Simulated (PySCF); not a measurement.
difluoromethane (CH₂F₂), SMILES FCF.

Geometry: ωB97X-D3(BJ)/def2-TZVP.

Calculation: M06-2X/def2-TZVPD (PySCF).

Gas-phase values at a fixed geometry.

Computed frontier levels, gap, dipole moment and polarisability:
```json
{
  "highest_occupied_level": "-11.79 eV",
  "lowest_empty_level": "0.45 eV",
  "orbital_gap": "12.24 eV",
  "dipole_moment": "2.01 D",
  "quadrupole, principal values (traceless, Buckingham form, about the centre of nuclear charge)": "-3.90, 1.88, 2.02 D·Å",
  "mean_static_polarisability": "17.4 bohr³ (2.58 Å³)",
  "polarisability_principal_values": "16.5, 17.4, 18.4 bohr³"
}
```
